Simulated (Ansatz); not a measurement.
# CH₄BO+ (SMILES CB=[OH+]): single points off equilibrium

One table from this session's results is given with a row withheld; the runs are named, their logs left out.

The runs use Ansatz 0.2.0, Gaussian basis; single points in def2-TZVPP.

Correlated methods freeze the cores.

## The system as given

SMILES `CB=[OH+]`, 7 atoms, charge 1, spin multiplicity 1.

Atoms are counted from 1 here; the program's logs count them from 0.

Bond lengths: C1–B2 1.531 Å, C1–H4 1.162 Å, C1–H5 1.001 Å, C1–H6 1.102 Å, B2–O3 1.232 Å, O3–H7 1.027 Å. Angles: B2–C1–H4 104.2°, B2–C1–H5 110.6°, B2–C1–H6 114.0°, H4–C1–H5 121.7°, H4–C1–H6 100.0°, H5–C1–H6 106.2°, C1–B2–O3 170.2°, B2–O3–H7 161.9°.

As a file:

```xyz
7

C    -0.8263    0.4963   -0.2387
B     0.4352   -0.3230    0.0486
O     1.4058   -0.9461    0.4819
H    -1.6986   -0.2450   -0.0389
H    -0.7390    0.9841   -1.1081
H    -1.0471    1.2617    0.5227
H     2.3500   -1.3392    0.5783
```

The first run:

The input, run/in.yaml:

```yaml
crystal:
  periodic: [false, false, false]
  atoms:
    - {symbol: C, position_ang: [-0.826300, 0.496300, -0.238700]}
    - {symbol: B, position_ang: [0.435200, -0.323000, 0.048600]}
    - {symbol: O, position_ang: [1.405800, -0.946100, 0.481900]}
    - {symbol: H, position_ang: [-1.698600, -0.245000, -0.038900]}
    - {symbol: H, position_ang: [-0.739000, 0.984100, -1.108100]}
    - {symbol: H, position_ang: [-1.047100, 1.261700, 0.522700]}
    - {symbol: H, position_ang: [2.350000, -1.339200, 0.578300]}
basis:
  gaussian: {orbitals: def2-TZVPP}
total_charge: 1
correlation: {method: ccsd_t}
output: {forces: true}
```

No record of the launch command was kept for these runs.

Among the steps run: CCSD(T)/def2-TZVPP; PBE0-D4/def2-TZVPP; wB97M-V/def2-TZVPP; r2SCAN-D4/def2-TZVPP; PBE-D4/def2-TZVPP; revPBE-D4/def2-TZVPP; SPW92/def2-TZVPP.

One table of the session follows, with a row left open; its other results are not shown here.

```
   method  RMS force component (eV/Å)  angle to CCSD(T) forces (°)
  CCSD(T)                       1.789                    reference
  PBE0-D4                       1.797                          4.4
  wB97M-V                           ?                            ?
r2SCAN-D4                       1.805                          5.2
   PBE-D4                       1.808                          8.1
revPBE-D4                       1.828                          8.0
    SPW92                       1.797                         13.2
```

Estimate the missing values for wB97M-V.

The run gave: RMS force component (eV/Å): 1.768; angle to CCSD(T) forces (°): 3.1. In the column «RMS force component (eV/Å)» it is the lowest.
